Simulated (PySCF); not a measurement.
Species: C5H10O.
Cartesian coordinates in Å at the PBE0-D3(BJ)/def2-TZVP level; atoms count from 1:
```xyz
16
C5H10O angstrom
C     -3.1008    0.2879    0.4674
C     -1.9132    0.7837    0.1572
C     -0.8238    0.0013   -0.4881
O      0.3723    0.1986    0.2221
C      1.4664   -0.4510   -0.3753
C      2.7034   -0.1686    0.4375
H     -3.3394   -0.7560    0.2876
H     -3.8770    0.9023    0.9079
H     -1.6849    1.8285    0.3534
H     -1.0875   -1.0665   -0.5228
H     -0.6931    0.3377   -1.5315
H      1.5924   -0.0958   -1.4105
H      1.2766   -1.5347   -0.4277
H      2.9021    0.9041    0.4734
H      3.5693   -0.6674   -0.0029
H      2.5799   -0.5288    1.4605
```

The closed-shell ground state was solved at several levels (PySCF, density fitting, gas phase, non-relativistic). Isolated species at its PBE0-D3(BJ)/def2-TZVP geometry (one conformer only).

| level | basis functions | total energy (Eh) | HOMO (eV) | LUMO (eV) | gap (eV) | dipole (D) |
| --- | --- | --- | --- | --- | --- | --- |
| B97-2/pcSseg-2 | 356 | -271.7426 | -7.09 | 0.07 | 7.16 | 1.15 |
| wB97X-D/pcSseg-2 | 356 | -271.7521 | -9.26 | 1.94 | 11.20 | 1.20 |
| PBE0/pcSseg-2 | 356 | -271.5151 | -7.36 | 0.11 | 7.47 | 1.16 |

**Question.** Estimate the row for KT3/pcSseg-2, a basis of 356 functions; the other rows only guide the guess.

**Answer.** Total energy -276.0402 Eh, HOMO -6.04 eV, LUMO -0.89 eV, gap 5.15 eV, dipole 1.03 D.

**Question.** Over all these levels, which gives the widest orbital gap and which the narrowest?

**Answer.** wB97X-D/pcSseg-2 (range-separated hybrid) has the widest, 11.20 eV, and KT3/pcSseg-2 (GGA) the narrowest, 5.15 eV. From the narrowest to the widest the HOMO moves by -3.22 eV and the LUMO by +2.83 eV.

**Question.** In the pcSseg-2 basis, how does the gap go with the fixed share of exact exchange?

**Answer.** KT3 (0 %) 5.15 eV; B97-2 (21 %) 7.16 eV; PBE0 (25 %) 7.47 eV. Each rise in the share widens the gap here.

**Question.** How far do the dipole and the HOMO energy spread over the levels?

**Answer.** The dipole runs from 1.03 to 1.20 D (mean 1.13 D) and the HOMO from -9.26 to -6.04 eV.

wB97X-D is run here without its empirical dispersion term; that term would change no orbital, density or response property at a fixed geometry.
